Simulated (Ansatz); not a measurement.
# AlBClH3: the cost of one run

Computed with the Python package of Ansatz 0.2.0. Level of theory: PBE0/def2-SVP.

**1. Starting point**

Bond lengths: Al1–B2 2.005 Å, B2–Cl3 1.832 Å, Al1–H4 1.561 Å, Al1–H5 1.644 Å, B2–H6 1.194 Å. Angles: Al1–B2–Cl3 118.3°, Al1–B2–H6 120.2°, Cl3–B2–H6 121.5°, B2–Al1–H4 121.9°, B2–Al1–H5 120.9°, H4–Al1–H5 117.2°.

Input file albclh3.xyz:

```xyz
6

Al   -0.67330    0.40050   -0.56820
B     0.74940   -0.29510    0.66150
Cl    1.15440   -2.08090    0.59890
H    -1.40970   -0.52660   -1.58550
H    -1.09670    1.98950   -0.55560
H     1.31780    0.44860    1.40280
```

**2. Script**

Contents of scan.py:

```python
# -*- coding: utf-8 -*-
"""Stretching a bond of AlBClH3, the rest held rigid."""

import ansatz as az
import matplotlib.pyplot as plt
import numpy as np

geometry = az.Crystal.molecule_from_extxyz("albclh3.xyz")

symbols = [site.symbol for site in geometry.cartesian_sites]
start = np.array([site.position_ang for site in geometry.cartesian_sites])
axis = (start[4] - start[0]) / np.linalg.norm(start[4] - start[0])
moving = [4]
lengths, energies = [1.447, 1.513, 1.579, 1.644, 1.71, 1.776, 1.842, 1.94], []
for length in lengths:
    xyz = start.copy()
    xyz[moving] += (length - np.linalg.norm(start[4] - start[0])) * axis
    point = az.Crystal.molecule()
    for symbol, place in zip(symbols, xyz):
        point = point.atom(symbol, place.tolist())
    base = (
        point.calculation()
        .basis(gaussian="def2-SVP")
        .functional("pbe0")
    )
    summary = base.run().report
    energies.append(summary["free_energy_ev"])
    print(f"r = {length:6.3f} A  E = {energies[-1]:.5f} eV  <S^2> = {abs(summary['mean_field']['state']['spin_squared']):.3f}")

# quartic fit about the minimum
fit = np.polynomial.Polynomial.fit(lengths, np.array(energies) - min(energies), 4).convert()
roots = [r.real for r in fit.deriv().roots() if abs(r.imag) < 1e-9 and fit.deriv(2)(r.real) > 0]
r_e = min(roots, key=lambda r: abs(r - lengths[int(np.argmin(energies))]))
print(f"minimum of the fit at {r_e:.4f} A, force constant {fit.deriv(2)(r_e):.2f} eV/A^2")
plt.figure(figsize=(4.5, 3))
plt.plot(lengths, np.array(energies) - min(energies), "o-")
plt.xlabel("bond length (A)")
plt.ylabel("E - E(min) (eV)")
plt.tight_layout()
plt.savefig("scan.png", dpi=100)
```

**3. The run**

On the command line:

```sh
$ python scan.py
```

Q: Estimate wall time and peak memory on 1 thread of Intel Xeon Platinum 8559C (Emerald Rapids), shared host.

About 5.9 s, with a peak of 0.23 GiB.
